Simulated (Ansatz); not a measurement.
Geometry optimisation, Ansatz 0.2.0, RKS PBE/def2-mTZVP.

Input file:

```yaml
crystal:
  periodic: [false, false, false]
  atoms:
    - { symbol: C, position_ang: [-1.1297, 1.2603, 0.7147] }
    - { symbol: O, position_ang: [0.1472, 1.1917, 0.2095] }
    - { symbol: C, position_ang: [0.7484, -0.0394, 0.5521] }
    - { symbol: C, position_ang: [0.371, -1.2009, -0.3071] }
    - { symbol: "N", position_ang: [0.00624, -2.41591, 0.44091] }
    - { symbol: H, position_ang: [-1.1974, 1.21, 1.7899] }
    - { symbol: H, position_ang: [-1.5263, 2.3031, 0.454] }
    - { symbol: H, position_ang: [-1.7938, 0.5821, 0.2284] }
    - { symbol: H, position_ang: [0.632, -0.2374, 1.6723] }
    - { symbol: H, position_ang: [1.8597, 0.1005, 0.4384] }
    - { symbol: H, position_ang: [1.34206, -1.48794, -0.91718] }
    - { symbol: H, position_ang: [-0.35792, -0.95345, -1.05658] }
    - { symbol: H, position_ang: [-0.79491, -2.19986, 0.95649] }
    - { symbol: H, position_ang: [0.73992, -2.51836, 1.18264] }
basis:
  gaussian: { orbitals: def2-mTZVP }
hamiltonian:
  xc: pbe
relax:
  f_tol: 0.015
  max_steps: 40
```

Command:

```bash
$ ansatz run input.yaml --threads 2 --pin off --max-ram 3072MiB --backend cpu --events-out ev --progress --plain --runs-dir out
```

Problem. Where does it end, and by what steps?

Solution. The forces met the threshold. The force dipped under the threshold on the way, but the program's further checks kept it going. After 17 steps the energy has fallen by 0.622 eV; H13 moved furthest, 1.04 Å.

| step | energy less start (eV) | largest force component (eV/Å) | accepted |
| --- | --- | --- | --- |
| 0 | 0.0000 | 2.929 | yes |
| 1 | -0.4328 | 0.966 | yes |
| 2 | -0.4543 | 0.451 | yes |
| 3 | -0.0196 | 2.568 | no |
| 4 | -0.5025 | 0.113 | yes |
| 5 | -0.5068 | 0.051 | yes |
| 6 | -0.5168 | 0.146 | yes |
| 7 | -0.5306 | 0.370 | yes |
| 8 | -0.5492 | 0.400 | yes |
| 9 | -0.5794 | 0.350 | yes |
| 10 | -0.5769 | 0.559 | no |
| 11 | -0.6068 | 0.084 | yes |
| 12 | -0.6152 | 0.119 | yes |
| 13 | -0.6167 | 0.323 | yes |
| 14 | -0.6208 | 0.055 | yes |
| 15 | -0.6213 | 0.012 | yes |
| 16 | -0.6215 | 0.010 | yes |
| 17 | -0.6215 | 0.003 | yes |

```xyz
14
Properties=species:S:1:pos:R:3
C -1.030 1.591 0.451
O 0.326 1.177 0.341
C 0.559 -0.145 0.826
C 0.114 -1.264 -0.128
N 0.449 -2.619 0.324
H -1.395 1.507 1.494
H -1.067 2.646 0.149
H -1.710 1.017 -0.205
H 0.075 -0.283 1.817
H 1.649 -0.217 0.979
H 0.582 -1.096 -1.111
H -0.975 -1.223 -0.289
H 0.008 -2.804 1.232
H 1.460 -2.694 0.479
```

The run took 48 s on 2 threads of Arm Neoverse V1, on a shared host, peak memory 0.16 GiB.
